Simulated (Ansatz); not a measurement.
The input, for Ansatz 0.2.0:

```yaml
crystal:
  periodic: [false, false, false]
  atoms:
    - {symbol: Si, position_ang: [0.000000, 0.000000, 0.000000]}
    - {symbol: N, position_ang: [0.000000, 0.000000, 1.926000]}
basis:
  gaussian: {orbitals: "6-31G*"}
total_charge: 1
magnetization: {spin_polarized: true, initial_magnetization: 0}
correlation: {method: ccsdt_q, electrons: outside_noble_gas}
scf: {lower_state_search: off}
output: {forces: true}
```

```sh
$ ansatz run in.yaml --threads 1 --pin off --events-out ev --progress --plain --max-ram 2393MiB
```

Q: Roughly how long does this take on 1 thread of Arm Neoverse V1, shared host, and how much host memory?

A: 46 s wall and 0.46 GiB.

```
these checks for a lower state are left out or cut short: starts, cluster_reference, orbital_swaps, neighbouring_geometries, increment
532 factors; integrals over basis functions are off by at most 1.5e-7 eV
mean field evaluation 1: about -9307.3944 eV, gradient 5.5e1 eV
mean field evaluation 2: about -9307.4229 eV, gradient 5.5e1 eV
mean field evaluation 4: about -9325.2377 eV, gradient 1.3e1 eV
mean field evaluation 8: about -9327.1542 eV, gradient 3.6e-1 eV
mean field evaluation 16: about -9327.1673 eV, gradient 7.6e-7 eV
mean field evaluation 32: about -9331.4527 eV, gradient 1.1e-1 eV
mean field -9331.45478424 eV, -342.9246382336 hartree, gradient 1.9e-6 eV, S^2 1.006582; 3 other end points of the search recorded, 0 dependent functions left out
6 core orbitals not correlated: weight in the atoms' cores, before any rotation towards them, 1.000 or more for the frozen orbitals, at most 0.000 for the correlated occupied ones
reference -9331.45478424 eV, -342.9246382336 hartree; 4, 4 occupied and 24, 24 virtual orbitals, 532 factors
second order -4.14750425 eV of doubles, -0.00000000 eV of singles
cycle   1  -4.73961623 eV  change   -5.9e-1 eV  update   9.9e-2
cycle   2  -5.08072929 eV  change   -3.4e-1 eV  update   5.2e-2
cycle   3  -5.34906541 eV  change   -2.7e-1 eV  update   4.1e-2
cycle   4  -5.37567688 eV  change   -2.7e-2 eV  update   2.4e-2
...
cycle  21  -5.94026758 eV  change    7.1e-6 eV  update   2.2e-5
cycle  22  -5.94025496 eV  change    1.3e-5 eV  update   1.2e-5
cycle  23  -5.94023928 eV  change    1.6e-5 eV  update   4.6e-6
cycle  24  -5.94023235 eV  change    6.9e-6 eV  update   2.6e-6
cycle  25  -5.94022730 eV  change    5.1e-6 eV  update   1.5e-6
cycle  26  -5.94022559 eV  change    1.7e-6 eV  update   8.7e-7
cycle  27  -5.94022495 eV  change    6.4e-7 eV  update   4.7e-7
cycle  28  -5.94022509 eV  change   -1.4e-7 eV  update   2.9e-7
cycle  29  -5.94022484 eV  change    2.5e-7 eV  update   2.4e-7
cycle  30  -5.94022489 eV  change   -4.9e-8 eV  update   1.6e-7
perturbative correction -0.08998107 eV, -0.0033067432 hartree
WARN: these amplitudes may be one of several solutions (largest doubles amplitude 0.52, level shift 0.00 eV)
the calculation of the forces begins
Total energy: -9337.48499020 eV, -343.1462442151 hartree
Atom 0 at     0.000000     0.000000     0.000000 Å, force    -0.000000     0.000000     1.583279 eV/Å
Atom 1 at     0.000000     0.000000     1.926000 Å, force    -0.000000    -0.000000    -1.583279 eV/Å
Dipole moment:    -0.000000     0.000000    -0.641422 e Å
Checks for a lower state left out: starts, cluster_reference, orbital_swaps, neighbouring_geometries, increment
```

Forces (eV/Å):
```
Si   0.000  0.000  1.583
N    0.000  0.000 -1.583
```
